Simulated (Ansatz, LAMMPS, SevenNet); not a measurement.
## hcp Sc, equilibrium volume per atom

Reference value: 24.77 Å³/atom (measured, copied from a table, unchecked, extrapolated to 0 K and zero-point effects removed; as tabulated in Lejaeghere et al. (2013), arXiv:1204.2733).

| level (code) | value (Å³/atom) | error (%) |
|---|---|---|
| Lennard-Jones uff-vdw (LAMMPS) | 23.22 | -6.3 |
| SevenNet-0 | 24.64 | -0.5 |
| LDA (Ansatz) | 22.53 | -9.0 |
| PBE (Ansatz) | 24.65 | -0.5 |
| RPBE (Ansatz) | 25.61 | +3.4 |
| rVV10 (Ansatz) | 24.31 | -1.9 |
| r²SCAN (Ansatz) | 24.92 | +0.6 |
| r²SCAN+rVV10 (Ansatz) | 24.69 | -0.3 |
| HSE06 (Ansatz) | 25.29 | +2.1 |

Leaving aside Lennard-Jones uff-vdw (doubt noted below): Once the reference is moved by up to 2.0 % (a margin picked here for doubts on the reference and the settings) and values within 0.3 % count as equal, the nearest can be r²SCAN+rVV10 (-0.3 %), PBE (-0.5 %), SevenNet-0 (-0.5 %), r²SCAN (+0.6 %), rVV10 (-1.9 %) or HSE06 (+2.1 %). Among them LDA (-9.0 %) misses by most.

The crystal itself was run without spin with LDA, PBE, RPBE, rVV10, r²SCAN, r²SCAN+rVV10, HSE06; a magnetic state was not tried in these runs. Lennard-Jones uff-vdw: this is a force field's van der Waals term alone, without bonds or charges. HSE06: exact exchange on metals is sensitive to the k mesh and can open a false gap. HSE06: the run warned that the count of filled bands differs between k points. Cutoffs and k meshes differ between the levels. Ansatz's density-functional and Hartree–Fock values are scalar-relativistic unless marked +SOC, with PAW data made under PBE.

Machine-learned potentials (SevenNet-0) are trained on DFT data: a solid inside that data is no test of them.

Differences are worked out from the printed values.

Ansatz is a program for electronic structure.
